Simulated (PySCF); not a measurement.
# PH⁺ at PBE0

Level: PBE0. P cc-pV(D+d)Z, H cc-pVDZ; no relativity (PySCF 2.14).

```json
{
 "state": "²Π (doublet), unpaired electrons π ↑",
 "bond length": "1.442 Å",
 "harmonic wavenumber": "2390 cm⁻¹",
 "force constant": "3.28 mdyn/Å",
 "rotational constant Be": "8.311 cm⁻¹",
 "anharmonicity ωexe": "38.4 cm⁻¹",
 "vibration–rotation constant αe": "0.216 cm⁻¹",
 "well depth De to P⁺ + H": "3.42 eV",
 "dissociation energy D0": "3.27 eV",
 "bond order (Mayer)": "0.94",
 "dipole moment (positive dipole points towards H; it is taken about the centre of mass and depends on that origin)": "0.98 D"
}
```

For an ion De counts to the pair picked by the measured ionisation energies or electron affinities, which need not be the lowest pair at this level. The state was picked by a PBE0 search and need not be the measured ground state.
